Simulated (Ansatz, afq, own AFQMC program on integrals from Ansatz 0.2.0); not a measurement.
Integrals from Ansatz 0.2.0, then the random walk in our own AFQMC program (afq).

```yaml
crystal:
  periodic: [false, false, false]
  atoms:
    - {symbol: Br, position_ang: [-0.499231, 0.000000, 0.000000]}
    - {symbol: H, position_ang: [1.580769, 0.000000, 0.000000]}
    - {symbol: C, position_ang: [2.670769, 0.000000, 0.000000]}
    - {symbol: H, position_ang: [3.085237, 0.000000, 0.996161]}
    - {symbol: H, position_ang: [3.085237, 0.000000, -0.996161]}
basis:
  gaussian: {orbitals: cc-pVTZ}
magnetization: {spin_polarized: true, initial_magnetization: 2}
correlation: {method: ccsd_t, electrons: outside_noble_gas, hamiltonian_folder: ham}
```

```sh
$ ansatz run in.yaml --threads 1 --pin off --events-out ev --progress --plain --max-ram 24576MiB --backend cuda --devices 0, --max-vram 18GiB
```

afq runs on the folder ham with

```
--method phaseless --trial cisd --walkers 900 --populations 20 --least-time 60 --time-step 0.005 --steps-per-block 50 --equilibration-blocks 28 --max-blocks 4000 --target-error 0.00022 --factor-cut 1e-05 --start spin_pure --seed 2514 --release-times 0.24,0.51,0.99,1.62,2.4 --release-step 0.03 --release-every 3 --taylor-order 6
```

Times are imaginary, in 1/Eh. The walk had a cap of 236 s. With eight or more populations the least sampling time is a fifth of least-time, and the error comes from their spread. Filled inner d shells are frozen with the cores.

Output of the walk:

```
orbitals 100  electrons 8 6  factors 613 of 674
reference energy -2612.00554084 Eh
CCSD correlation -0.33888486 Eh in 11 cycles, weight of the determinant in the CISD state 0.8754
energy of the start -2612.343212 Eh
 block  time / (1/Eh)  mean weight  energy / Eh
     1     0.250  0.9999  -2612.338910
     2     0.500  0.9998  -2612.342969
     3     0.750  0.9995  -2612.347179
     4     1.000  0.9995  -2612.349744
     5     1.250  0.9998  -2612.351335
     9     2.250  1.0000  -2612.354082
    15     3.750  0.9999  -2612.356336
    23     5.750  1.0004  -2612.356596
    31     7.750  1.0003  -2612.355309
    39     9.750  1.0012  -2612.355533
    47    11.750  0.9997  -2612.354603
    55    13.750  0.9997  -2612.354970
    63    15.750  1.0000  -2612.356396
    71    17.750  0.9994  -2612.355630
    77    19.250  0.9999  -2612.357175
    79    19.750  0.9992  -2612.356887
    87    21.750  0.9999  -2612.355881
    93    23.250  1.0003  -2612.353972
    95    23.750  0.9998  -2612.356033
   103    25.750  1.0001  -2612.355319
   107    26.750  0.9996  -2612.354042
error from the spread of 20 populations
released: time / (1/Eh)  energy / Eh  error  mean overlap
  0.24  -2612.356082  0.000203  0.9910
  0.51  -2612.355990  0.000145  0.9917
  0.99  -2612.356057  0.000214  0.9876
  1.62  -2612.356424  0.000271  0.9701
  2.40  -2612.356016  0.000389  0.9683
energy -2612.355703 +/- 0.000212 Eh
(rows thinned)
```

The run passed its tests (sampling time, drift between the halves within three errors, error under three times the target), which doesn't prove that it has relaxed.

Against this walk (error 5.8 meV) on the same determinant: CCSD(T) 25.7 meV higher. The error is statistical and leaves out the bias of the constraint. Released to 2.40 1/Eh the energy moves by -9 ± 12 meV (both errors), within twice the noise.

Cautions: constraint bias not in the error; no relativity below Rb; no spin-orbit coupling; inner d shell frozen; lower spins were not checked.

The walk took 110 s on 1 × NVIDIA H100 80GB HBM3 with 2 threads of AMD EPYC 7R13 Processor (Zen 3), on a shared host (the card was shared). The log's last line is the phaseless energy.

A walk keeps the symmetry of its determinant, which the program's search chose and which needn't be the lowest solution, so a lower state of the same spin and another symmetry isn't excluded.
